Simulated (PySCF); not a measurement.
Rock-salt LiH: correlation energy from several methods in one and the same small orbital space (PySCF; 8 atoms at the zone centre, 8 electrons in 20 orbitals, empty ones MP2 natural orbitals of a DZ basis, lattice constant set to 4.0834 Å). It tests the methods against each other and lies far from the crystal's limit.

| method | E_corr (eV per atom) | share of full CI (%) | error (meV) |
|---|---|---|---|
| MP2 | -0.2908 | 69.7 | 126 |
| CCSD | -0.4159 | 99.7 | 1 |
| CCSD(T) | -0.4166 | 99.9 | 0 |
| CCSDT | -0.4169 | 100.0 | 0 |
| CCSDT(Q) | -0.4170 | 100.0 | 0 |
| full CI | -0.4170 | 100.0 | 0 |

The Hartree–Fock determinant has a weight of 0.93 in the full CI state.

MP2, (T) and (Q) use filled levels shifted down by the Madelung term, which in so small a cell is a large part of the gap, so these rows hang on it.
